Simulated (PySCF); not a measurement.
Geometries of 2 isomers of H3O3P, from PBE0-D3(BJ)/def2-SVP geometry optimisation, gas phase (PySCF). One conformer each, no zero-point energy, no frequencies.

Problem. Which isomer lies lower at this level?
A.
```xyz
7
angstrom
O      1.136   -0.821   -0.494
P      0.093    0.013    0.462
O      0.011    1.383   -0.445
O     -1.293   -0.703   -0.055
H      2.046   -0.669   -0.211
H     -0.356    2.106    0.077
H     -1.595   -1.345    0.597
```
B.
```xyz
7
angstrom
O      0.523   -0.668   -1.500
P     -0.121   -0.356   -0.213
O     -1.029    0.976   -0.212
O      0.886   -0.100    1.036
H     -0.976   -1.341    0.323
H     -0.982    1.453    0.625
H      1.798   -0.056    0.718
```

Solution. B. That is `O=[PH](O)O`, 4.4 kcal/mol below the other.

```json
{"SMILES": "O=[PH](O)O", "atoms numbered as above": "[O:1]=[PH:2]([OH:3])[OH:4]", "E (Eh)": "-568.23819", "relative (kcal/mol)": "0.0", "relative (kJ/mol)": "0.0", "dipole (D)": "3.45"}
{"SMILES": "OP(O)O", "atoms numbered as above": "[OH:1][P:2]([OH:3])[OH:4]", "E (Eh)": "-568.23114", "relative (kcal/mol)": "4.4", "relative (kJ/mol)": "18.5", "dipole (D)": "2.78"}
```

As drawn, the lower has a P=O bond, which the higher lacks.
